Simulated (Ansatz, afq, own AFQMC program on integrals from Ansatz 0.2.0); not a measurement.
## NH4⁺, singlet: AFQMC among the cluster methods

```xyz
5

N     0.0000    0.0000    0.0000
H     0.5903    0.5923    0.5902
H    -0.5929   -0.5882    0.5917
H    -0.5890    0.5896   -0.5943
H     0.5916   -0.5937   -0.5876
```

Basis cc-pVDZ. Noble-gas cores (and the filled d shells of Ga–Kr and In–Xe) are frozen. Integrals, coupled cluster, full CI and functionals: Ansatz 0.2.0; the random walks run on the same integrals in our own AFQMC program. ph-AFQMC/CISD is guided by a CISD state made of CCSD amplitudes; releasing the constraint for a short imaginary time cuts its bias at the price of noise, slowly where states lie close. Free projection: walkers drawn from exp(T), propagated without any constraint. Its projection time is finite, and what remains of the start isn't in its error. ± is one standard error of the sampling.

Determinant: RHF, the one that the program's search chose, which needn't be the lowest solution. The geometry is a PBE0/def2-TZVP stationary point of this or a neighbouring charge and spin state.

No full CI on the walks' own integrals is used here; CCSDT(Q) serves as the reference and is uncertain by about the last step of the cluster series.

Cautions: the ph-AFQMC/CISD walk drifts between its halves (2.6 errors).

```
T1 diagnostic                               : 0.0047
weight of the determinant in the CISD state : 0.938
size of the correlated space                : 8 electrons in 33 orbitals
```

Reference: CCSDT(Q), correlation energy -5.659 eV. The released energy is read at 2.40 1/Eh (meV from the phaseless value at times in 1/Eh: -3 ± 7 at 0.24, -9 ± 6 at 0.51, -6 ± 7 at 0.99, 0 ± 7 at 1.62, -2 ± 7 at 2.40).

| level | E − E(reference) (kJ/mol) | share of correlation (%) |
| --- | --- | --- |
| HF | 546.0 | 0.00 |
| MP2 | 58.9 | 89.22 |
| CCSD | 11.0 | 97.98 |
| CCSD(T) | 1.4 | 99.74 |
| CCSDT | 0.7 | 99.87 |
| ph-AFQMC/HF | 9.6 ± 4.2 | 98.25 |
| ph-AFQMC/CISD | 0.4 ± 0.6 | 99.93 |
| released AFQMC | 0.2 ± 0.7 | 99.97 |
| free AFQMC | -0.4 ± 1.3 | 100.06 |

Free projections are given only where their last times agree within the noise and don't stop above the reference; a slow remainder of the start can still hide under it. A walk keeps the symmetry of its determinant, which the program's search chose and which needn't be the lowest solution, so a lower state of the same spin and another symmetry isn't excluded. Released energies are given only where the last usable release times agree within the noise; a slower fall can still hide under it.
